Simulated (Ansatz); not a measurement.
# HAl–AsH₂, doublet: reading a ladder of total energies

Geometry: displaced at random from a stationary point.

```yaml
atoms:
  - { symbol: Al, position_ang: [0.0326, -0.1205, 1.7996] }
  - { symbol: As, position_ang: [-0.0361, 0.0314, -0.6615] }
  - { symbol: H, position_ang: [0.0026, 1.3248, 2.5285] }
  - { symbol: H, position_ang: [1.2031, 0.8353, -0.6035] }
  - { symbol: H, position_ang: [0.6064, -1.2694, -0.9287] }
```

Basis cc-pVDZ; Ansatz 0.2.0. Only valence electrons are correlated (noble-gas cores and the filled d shells of p-block atoms frozen), which leaves 11 electrons in 41 orbitals. R marks a restricted (for open shells ROHF) determinant, U an unrestricted one. No spin–orbit coupling is included, and no scalar relativity.

Full CI isn't at hand for all of this; UCCSDT(Q) serves as the reference, and is uncertain by the last step of the cluster series or more.

UCCSD has a T1 diagnostic of 0.018 and a largest doubles amplitude of 0.04.

Runs differ by some tens of microhartree through their thresholds and, for an open shell, their frozen cores, so steps under 0.03 kcal/mol mean nothing.

```json
{"level": "UHF", "total energy (hartree)": "-2477.802575"}
{"level": "UMP2", "total energy (hartree)": "-2477.963814"}
{"level": "UCCSD", "total energy (hartree)": "-2477.999154"}
{"level": "UCCSD(T)", "total energy (hartree)": "-2478.004677"}
{"level": "UCCSDT", "total energy (hartree)": "-2478.005743"}
{"level": "UCCSDT(Q)", "total energy (hartree)": "-2478.006059"}
```

Q: What is the correlation energy at UCCSDT(Q), and what share of it do UMP2 and UCCSDT recover?

A: E(corr) = -2478.006059 − (-2477.802575) = -0.203484 hartree = -5.537 eV. UMP2: -0.161239 / -0.203484 = 79.24 %. UCCSDT: -0.203168 / -0.203484 = 99.84 %.

Q: By how many kcal/mol does UCCSD(T) miss UCCSDT(Q) (1 hartree = 627.509 kcal/mol), and which steps make up the rest?

A: -2478.004677 − (-2478.006059) = 0.001382 hartree = 0.87 kcal/mol. Steps: UCCSDT − UCCSD(T) = -0.67, UCCSDT(Q) − UCCSDT = -0.20 kcal/mol. Differences between like states or geometries often cancel part of this.
